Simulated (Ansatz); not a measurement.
# BSiH2+ (triplet): wave-function methods side by side, def2-TZVPP

One table from this session's results is given with a row withheld; the runs are named, their logs left out.

The runs use Ansatz 0.2.0, Gaussian basis; def2-TZVPP, core rule «outside noble gas», up to 6 orbitals frozen.

Plan: UHF; ROHF; CCSD(T) on UHF.

## The geometry

The geometry is a PBE0/def2-TZVP stationary point (not a proven minimum) of the parent state, kept for this charge and spin.

4 atoms, charge 1, spin multiplicity 3.

Atoms are counted from 1 here; the program's logs count them from 0.

Bond lengths: Si1–B2 1.993 Å, B2–H3 1.191 Å, B2–H4 1.191 Å. Angles: Si1–B2–H3 115.4°, Si1–B2–H4 115.4°, H3–B2–H4 129.2°.

Geometry (Å):

```
Si    0.0000    0.0000    0.6500
B     0.0000    0.0000   -1.3428
H     0.0000   -1.0760   -1.8539
H     0.0000    1.0760   -1.8539
```

Set-up of the first run:

Contents of in.yaml:

```yaml
crystal:
  periodic: [false, false, false]
  atoms:
    - {symbol: Si, position_ang: [0.000000, 0.000000, 0.649966]}
    - {symbol: B, position_ang: [0.000000, 0.000000, -1.342837]}
    - {symbol: H, position_ang: [0.000000, -1.075954, -1.853888]}
    - {symbol: H, position_ang: [0.000000, 1.075954, -1.853888]}
basis:
  gaussian: {orbitals: def2-TZVPP}
total_charge: 1
magnetization: {spin_polarized: true, initial_magnetization: 2}
hamiltonian: {xc: hf}
output: {orbitals: {seedname: orbitals}}
```

Command:

```sh
$ ansatz run in.yaml --threads 1 --pin off --events-out ev --progress --plain --max-ram 2816MiB --backend cpu
```

Among the steps run: UHF; ROHF; CCSD(T) on UHF.

One table of the session follows, with a row left open; its other results are not shown here.

| method | from UCCSD(T) (kcal/mol) |
| --- | --- |
| ROHF | +120.40 |
| UHF | +117.22 |
| UMP2 | ? |
| UCCSD | +4.48 |
| UCCSD(T) | 0 |

**Question.** Estimate the row for UMP2.

**Answer.** from UCCSD(T) (kcal/mol): +24.90. In the column «from UCCSD(T) (kcal/mol)» it lies between UCCSD (+4.48) and UHF (+117.22).
